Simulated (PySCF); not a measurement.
Structure elucidation problem

Molecular formula: C5H6. Simulated spectra:

¹H NMR (400 MHz, computed): δ 7.06 (quint, J = 1.2 Hz, 1H), 6.89 (dd, J = 18.2, 11.3 Hz, 1H), 5.99 (ddq, J = 11.3, 2.2, 1.2 Hz, 1H), 5.85 (ddq, J = 18.2, 2.2, 1.1 Hz, 1H), 1.23 (q, J = 1.1 Hz, 2H).

¹³C{¹H} NMR (computed): δ 133.5 (CH2), 132.2 (CH), 123.4 (C), 113.4 (CH), 7.7 (CH2).

[PySCF: geometry: PBE0-D3(BJ)/def2-SVP; shielding tensors at PBE0/pcSseg-1 (GIAO); J: B3LYP/pcJ-1 (without the spin–dipole term); one averaged value for each set of equivalent atoms; single conformer; isolated molecule; no relativistic terms]

Shifts are taken against calculated references (same method and geometry level): TMS for ¹H (σ = 31.27 ppm) and ¹³C (σ = 184.41 ppm).

Problem. Which candidate is it?
A. C=C1C=C1C
B. C#CCC=C
C. C=CC1=CC1

Solution. C. 

The formula gives 3 degrees of unsaturation (1 ring in the answer). 5 carbon signals for 5 carbons: no two carbons are equivalent. Carbon types of the structure: 1 × C, 2 × CH, 2 × CH2, which accounts for all hydrogens. δC 133.5: terminal =CH2 carbon; as expected for a trigonal carbon in a double bond. δC 132.2, 113.4: alkene CH; an sp2 carbon of a C=C bond. δC 123.4: fully substituted alkene carbon; as expected for a trigonal carbon in a double bond. δH 5.99, 5.85: hydrogen on a terminal =CH2 carbon; attached to an sp2 carbon and in the plane of the double bond. δH 1.23: hydrogen on a three-membered-ring carbon; cyclopropane-type protons are shielded by the ring. The protons at 5.85 and 6.89 share a coupling of 18.2 Hz (vicinal, trans across C=C). The protons at 5.99 and 6.89 share a coupling of 11.3 Hz (vicinal, cis across C=C).

The others: C=C1C=C1C would give 4 signals for carbon-bound and other non-exchanging H, not 5; C#CCC=C has carbons computed at 143.1, 124.4, 84.1, 75.5, 27.1.

Multiplet labels drop couplings under 1 Hz and merge nearly equal ones. Unscaled 3J(H,H) at this level run about 10 % above measured values. Shifts are as computed. Against solution values, carbons near 30 ppm lie about +2 ppm off and those near 130 ppm about +5 ppm. Of 1211 compounds with measured shifts, 218 miss one by over three times the rms of a fit or turn the order of signals round; such compounds aren't used in these exercises.
